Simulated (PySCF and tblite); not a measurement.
Values are calculated unless marked as measured or tabulated.
C5H12, numbered as in [CH3:1][CH2:2][CH2:3][CH2:4][CH3:5].

Level: PBE0-D3(BJ)/def2-TZVP (IEF-PCM, chloroform)//PBE0-D3(BJ)/def2-SVP, thermal terms from GFN2-xTB, symmetry numbers and mirror pairs counted. Conformers within 3 kcal/mol (GFN2-xTB free energy) were kept, 5 at most. Codes: tblite and PySCF.

Rotational constants are equilibrium values for the commonest isotopes; dipoles come from the energy level named and are polarised by its solvent model.

Torsions listed: C1–C2–C3–C4, C2–C3–C4–C5. Of a mirror pair one member is shown.

```
conformer       shape   symmetry
        1   177°, 65°  C1 (pair)
        2  180°, 180°        C2v
        3  -61°, -61°  C2 (pair)
        4   -61°, 89°  C1 (pair)
```

(1) Give the rotational constants and dipole components.

Answers

(1) 
```csv
conformer,A (MHz),B (MHz),C (MHz),abs μa (D),abs μb (D),abs μc (D),κ,Ic−Ia−Ib (u Å²)
1,11757,2287,2113,0.06,0.04,0.05,-0.96,-24.8
2,17114,1944,1846,0.00,0.10,0.00,-0.99,-15.7
3,7832,2877,2641,0.00,0.07,0.00,-0.91,-48.8
4,7204,3202,2505,0.04,0.16,0.04,-0.70,-26.2
```
